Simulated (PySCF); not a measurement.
# Orbital picture of NaF

r²SCAN0 at R = 1.926 Å; basis Na x2c-TZVPPall, F x2c-TZVPPall; spin-free X2C with a Gaussian nucleus; PySCF 2.14. State: ¹Σ⁺ (singlet), closed shell. Only the outer orbitals are listed, counted within each symmetry.

```csv
orbital,occ.,ε (eV),on Na (%),main shells (%)
1π,2,-32.71,100,100 Na p
1π,2,-32.71,100,100 Na p
4σ,2,-32.67,98,98 Na p
5σ,2,-27.51,3,97 F s
6σ,2,-7.10,3,96 F p
2π,2,-6.88,4,96 F p
2π,2,-6.88,4,96 F p
7σ,0,-1.01,99,"80 Na s, 19 Na p"
3π,0,0.83,99,97 Na p
3π,0,0.83,99,97 Na p
```

Task: Which are the highest filled and the lowest empty level, where do they sit, and how wide is the gap?

Result: Highest filled 2π at -6.88 eV (in %: 96 F p); lowest empty 7σ at -1.01 eV (in %: 80 Na s, 19 Na p); the gap at r²SCAN0 is 5.87 eV.

| Property | Result |
| --- | --- |
| bond order (Mayer) | 0.43 |
| ⟨S²⟩ | 0.000 |
| charge on Na (Mulliken, basis-dependent) | 0.78 |
| charge on Na (Löwdin, basis-dependent) | 0.56 |
| dipole moment (positive dipole means Na(−)F(+)) | -8.06 D |
